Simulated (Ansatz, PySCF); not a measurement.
Complex: CH4O (SMILES CO) (first 6 atoms) with CH4O (SMILES CO); geometry from S66by8 set.
(charge 0, multiplicity 1):
| atom | x (Å) | y (Å) | z (Å) |
|---|---|---|---|
| O | -1.3606 | 0.3174 | -0.1067 |
| H | -0.4163 | 0.2937 | -0.3108 |
| C | -1.8765 | -0.9706 | -0.3720 |
| H | -2.9344 | -0.9555 | -0.1233 |
| H | -1.7810 | -1.2519 | -1.4235 |
| H | -1.3993 | -1.7455 | 0.2332 |
| O | 1.3236 | 0.2250 | -0.3918 |
| H | 1.7924 | 0.8394 | -0.9615 |
| C | 1.8324 | 0.3820 | 0.9299 |
| H | 1.2789 | -0.3062 | 1.5600 |
| H | 2.8914 | 0.1316 | 0.9866 |
| H | 1.6800 | 1.3927 | 1.3078 |

Monomers are frozen at their geometry in the pair; levels with a basis set take the counterpoise correction. Rows marked so take none.

Frozen-core correlation. Rows in 6-31G*, STO-3G carry no dispersion term and start afresh at each structure (6-31G* with six Cartesian d functions).

The values were computed with Ansatz (Gaussian orbitals); PySCF for 6-31G* rows, STO-3G rows. Each number belongs to the level named beside it.

Q: What interaction energy does M06-2X/6-31G* (no counterpoise) give?

A: -7.6 kcal/mol

Q: What interaction energy does HF/STO-3G (no counterpoise) give?

A: -5.7 kcal/mol

Q: Predict the interaction energy from CCSD(T)/aug-cc-pVDZ.

A: -4.3 kcal/mol

Ansatz is a first-principles code.
